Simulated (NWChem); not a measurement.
System: pyrrole (C4H5N); SMILES c1ccc[nH]1

Here is an NWChem input.

```
start job
memory heap 200 mb stack 900 mb global 1100 mb
geometry units angstroms noautosym nocenter noautoz
  C      0.707947    -0.986020     0.000000
  C     -0.713602    -0.981953     0.000000
  C     -1.118268     0.336322     0.000000
  N      0.003176     1.116063     0.000000
  C      1.120140     0.329923     0.000000
  H      1.359933    -1.857496     0.000000
  H     -1.370562    -1.849686     0.000000
  H     -2.113367     0.775729     0.000000
  H      0.006067     2.125810     0.000000
  H      2.117736     0.763634     0.000000
end
basis spherical
  C library 6-31g*
  N library 6-31g*
  H library 6-31g*
end
dft
  xc m06-2x
  iterations 150
end
cosmo
  do_cosmo_smd true
  solvent propanol
end
task dft energy
```

Parts of the log:

```
             Northwest Computational Chemistry Package (NWChem) 7.3.0
             --------------------------------------------------------

                             Geometry "geometry" -> ""
                             -------------------------

 Output coordinates in angstroms (scale by  1.889725989 to convert to a.u.)

  No.       Tag          Charge          X              Y              Z
 ---- ---------------- ---------- -------------- -------------- --------------
    1 C                    6.0000     0.70794700    -0.98602000     0.00000000
    2 C                    6.0000    -0.71360200    -0.98195300     0.00000000
    3 C                    6.0000    -1.11826800     0.33632200     0.00000000
    4 N                    7.0000     0.00317600     1.11606300     0.00000000
    5 C                    6.0000     1.12014000     0.32992300     0.00000000
    6 H                    1.0000     1.35993300    -1.85749600     0.00000000
    7 H                    1.0000    -1.37056200    -1.84968600     0.00000000
    8 H                    1.0000    -2.11336700     0.77572900     0.00000000
    9 H                    1.0000     0.00606700     2.12581000     0.00000000
   10 H                    1.0000     2.11773600     0.76363400     0.00000000

 Effective nuclear repulsion energy (a.u.)     161.0198502450

                                 NWChem DFT Module
                                 -----------------

 Summary of "ao basis" -> "ao basis" (spherical)
 ------------------------------------------------------------------------------
       Tag                 Description            Shells   Functions and Types
 ---------------- ------------------------------  ------  ---------------------
 C                           6-31g*                  6       14   3s2p1d
 N                           6-31g*                  6       14   3s2p1d
 H                           6-31g*                  2        2   2s

 in cosmo_initialize ...
 calling solv_data for solv:propanol

 solvent parameters
 solvname_short: propanol
 solvname_long:  1-propanol
 dielec:       20.5240
 dielecinf:     1.9182
 nonaqueous SMD model solvent descriptors
 dielec:       20.5240
 sola:          0.3700
 solb:          0.4800
 solc:          0.0000
 solg:         33.5700
 solh:          0.0000
 soln:          1.3850

          ---------------
          -cosmo- solvent
          ---------------
 Cosmo: York-Karplus, doi: 10.1021/jp992097l
 dielectric constant -eps-     =  20.52
 screen = (eps-1)/(eps    )    =   0.95128
 surface charge correction     = lagrangian

   van der Waals surface
 --------------------------

 ---------- ATOMIC COORDINATES (A.U.) ------------ VDWR(ANG.) --
     1    1.33782584   -1.86330762    0.00000000     1.850
     2   -1.34851224   -1.85562210    0.00000000     1.850
     3   -2.11322010    0.63555642    0.00000000     1.850
     4    0.00600177    2.10905326    0.00000000     1.890
     5    2.11675767    0.62346407    0.00000000     1.850
     6    2.56990073   -3.51015846    0.00000000     1.200
     7   -2.58998663   -3.49539970    0.00000000     1.200
     8   -3.99368454    1.46591525    0.00000000     1.200
     9    0.01146497    4.01719840    0.00000000     1.200
    10    4.00194076    1.44305902    0.00000000     1.200
 number of segments per atom =        128
 number of   points per atom =        128
 atom (   nspa,  nppa )
 ----------------------
    1 (     50,     0 )       0
    2 (     50,     0 )       0
    3 (     50,     0 )       0
    4 (     56,     0 )       0
    5 (     50,     0 )       0
    6 (     54,     0 )       0
    7 (     54,     0 )       0
    8 (     52,     0 )       0
    9 (     38,     0 )       0
   10 (     52,     0 )       0
 number of -cosmo- surface points =      506
 molecular surface =     99.188 angstrom**2
 molecular volume  =     78.401 angstrom**3
 -lineq- algorithm             =   0
 -bem- low  level              =   3
 -bem- from -octahedral-
 gaussian surface charge width =   4.50000
 degree of switching           =   1.00000
 switching function tolerance  =   0.00010
 atomic radii =
 --------------
    1  6.000  1.850
    2  6.000  1.850
    3  6.000  1.850
    4  7.000  1.890
    5  6.000  1.850
    6  1.000  1.200
    7  1.000  1.200
    8  1.000  1.200
    9  1.000  1.200
   10  1.000  1.200
 ...... end of -cosmo- initialization ......

[...]

                                COSMO-SMD solvation results
                                ---------------------------

             internal energy in gas <Psi(g)|H|Psi(g)> =      -210.069252936406
         internal energy in solvent <Psi(s)|H|Psi(s)> =      -210.067262127991
                               delta internal energy  =         0.001990808415 (    1.25 kcal/mol)
   total free energy in solvent <Psi(s)|H+V/2|Psi(s)> =      -210.081139023872
 polarization energy contribution <Psi(s)|V/2|Psi(s)> =        -0.013876895881 (   -8.71 kcal/mol)
    total free energy in solvent including G(SMD-CDS) =      -210.080846276879
                       G(SMD-CDS) energy contribution =         0.000292746993 (    0.18 kcal/mol)
     1 M fixed-concentration free energy of solvation =        -0.011593340473 (   -7.27 kcal/mol)

                       DFT Final Molecular Orbital Analysis
                       ------------------------------------

 Vector   16  Occ=2.000000D+00  E=-4.293243D-01
              MO Center= -1.6D-03, -5.8D-01,  3.3D-11, r^2= 2.6D+00
   Bfn.  Coefficient  Atom+Function         Bfn.  Coefficient  Atom+Function
  ----- ------------  ---------------      ----- ------------  ---------------
     3      0.371049   1 C  px               17     -0.370649   2 C  px
    32     -0.189535   3 C  py               60     -0.189006   5 C  py
    48      0.147728   4 N  s                 7      0.143718   1 C  px
    21     -0.143457   2 C  px               75     -0.120988   8 H  s
    79     -0.121005  10 H  s                76     -0.115919   8 H  s

 Vector   17  Occ=2.000000D+00  E=-2.994780D-01
              MO Center= -8.7D-04, -2.9D-01, -9.6D-11, r^2= 2.3D+00
   Bfn.  Coefficient  Atom+Function         Bfn.  Coefficient  Atom+Function
  ----- ------------  ---------------      ----- ------------  ---------------
    47      0.375541   4 N  pz               51      0.330494   4 N  pz
     5     -0.323441   1 C  pz               19     -0.323448   2 C  pz
     9     -0.254668   1 C  pz               23     -0.254673   2 C  pz

 Vector   18  Occ=2.000000D+00  E=-2.640285D-01
              MO Center= -5.8D-05, -1.8D-02, -7.2D-10, r^2= 2.5D+00
   Bfn.  Coefficient  Atom+Function         Bfn.  Coefficient  Atom+Function
  ----- ------------  ---------------      ----- ------------  ---------------
    33      0.359313   3 C  pz               61     -0.359311   5 C  pz
    37      0.298188   3 C  pz               65     -0.298186   5 C  pz
     5     -0.213780   1 C  pz               19      0.213768   2 C  pz
     9     -0.177249   1 C  pz               23      0.177238   2 C  pz
    55      0.025082   4 N  d  1

 Vector   19  Occ=0.000000D+00  E= 8.734837D-02
              MO Center=  6.9D-04,  2.5D-01, -1.9D-10, r^2= 2.8D+00
   Bfn.  Coefficient  Atom+Function         Bfn.  Coefficient  Atom+Function
  ----- ------------  ---------------      ----- ------------  ---------------
    37      0.562298   3 C  pz               65      0.562286   5 C  pz
    51     -0.535261   4 N  pz               47     -0.349043   4 N  pz
    33      0.339588   3 C  pz               61      0.339583   5 C  pz
     9     -0.276685   1 C  pz               23     -0.276712   2 C  pz
     5     -0.161327   1 C  pz               19     -0.161341   2 C  pz

 Vector   20  Occ=0.000000D+00  E= 1.283544D-01
              MO Center= -1.7D-03, -6.1D-01,  6.7D-10, r^2= 2.7D+00
   Bfn.  Coefficient  Atom+Function         Bfn.  Coefficient  Atom+Function
  ----- ------------  ---------------      ----- ------------  ---------------
     9      0.702750   1 C  pz               23     -0.702741   2 C  pz
    37      0.432400   3 C  pz               65     -0.432417   5 C  pz
     5      0.364585   1 C  pz               19     -0.364580   2 C  pz
    33      0.228096   3 C  pz               61     -0.228107   5 C  pz
    55      0.028714   4 N  d  1             39      0.026267   3 C  d -1

 Vector   21  Occ=0.000000D+00  E= 1.452359D-01
              MO Center=  3.2D-03,  1.2D+00,  6.8D-11, r^2= 5.9D+00
   Bfn.  Coefficient  Atom+Function         Bfn.  Coefficient  Atom+Function
  ----- ------------  ---------------      ----- ------------  ---------------
    78      1.297858   9 H  s                48     -0.945526   4 N  s
    76      0.600667   8 H  s                80      0.600614  10 H  s
    72      0.557849   6 H  s                74      0.557862   7 H  s
    50     -0.511680   4 N  py               34     -0.503097   3 C  s
    62     -0.503055   5 C  s                 6     -0.317819   1 C  s

     Multipole analysis of the density
     ---------------------------------

     L   x y z        total         alpha         beta         nuclear
     -   - - -        -----         -----         ----         -------
     0   0 0 0     -0.000000    -18.000000    -18.000000     36.000000

     1   1 0 0      0.003093      0.002169      0.002169     -0.001245
     1   0 1 0      1.060514      0.567991      0.567991     -0.075468
     1   0 0 1      0.000000      0.000000      0.000000      0.000000

     2   2 0 0    -18.878743    -69.742173    -69.742173    120.605603
     2   1 1 0      0.007117      0.001171      0.001171      0.004775
     2   1 0 1     -0.000000     -0.000000     -0.000000      0.000000
     2   0 2 0    -16.397755    -69.345032    -69.345032    122.292309
     2   0 1 1      0.000000      0.000000      0.000000      0.000000
     2   0 0 2    -24.888833    -12.444416    -12.444416      0.000000
```

Level: M06-2X/6-31G* (spherical d), SMD on the gas-phase geometry. Structure relaxed at the PBE0/def2-SVP level. Solvent: 1-propanol.
